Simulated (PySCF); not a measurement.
# C6H14 (2,3-dimethylbutane): the cost of one run

Programs: PySCF 2.14.0, with routines of our own; each step states its level. All values are computed. Atoms count from 0.

## Step 1: The starting structure

20 atoms, charge 0, multiplicity 1; geometry from: GFN2-xTB.

## Step 2: Magnetic properties: GIAO PBE/pcSseg-1

The job: settings as JSON, then the geometry in Å.

```
{"job": {"kind": "mag", "xc": "PBE", "basis": "pcSseg-1", "isotopologues": 2}, "charge": 0, "multiplicity": 1}
C     -0.925670     1.228864    -0.925827
C     -0.791038     0.212171     0.205661
C     -1.801921    -0.917134     0.004972
C      0.639413    -0.338891     0.375914
C      1.206442    -0.976784    -0.890386
C      1.600518     0.738346     0.878848
H     -1.935477     1.634732    -0.937296
H     -0.739988     0.763278    -1.890429
H     -0.232689     2.055919    -0.796577
H     -1.043854     0.719820     1.145024
H     -2.816416    -0.526280     0.048614
H     -1.667003    -1.392516    -0.963657
H     -1.693549    -1.673312     0.779637
H      0.582939    -1.117461     1.146887
H      1.342566    -0.234040    -1.672099
H      2.176857    -1.419255    -0.674351
H      0.554554    -1.761972    -1.262956
H      1.767928     1.497231     0.118477
H      1.208770     1.223813     1.770252
H      2.562472     0.294150     1.126560
```

Method: GIAO PBE/pcSseg-1 magnetisability, rotational g tensor and spin-rotation constants, non-relativistic, gas phase.

On the command line:

```
$ OMP_NUM_THREADS=1 python excited_run.py task.json out
```

This one command runs all jobs of the session in turn.

Q: Estimate the wall time and peak memory of this first job on 1 thread of Arm Neoverse V1, shared host.

About 49 s, with a peak of 0.6 GiB.
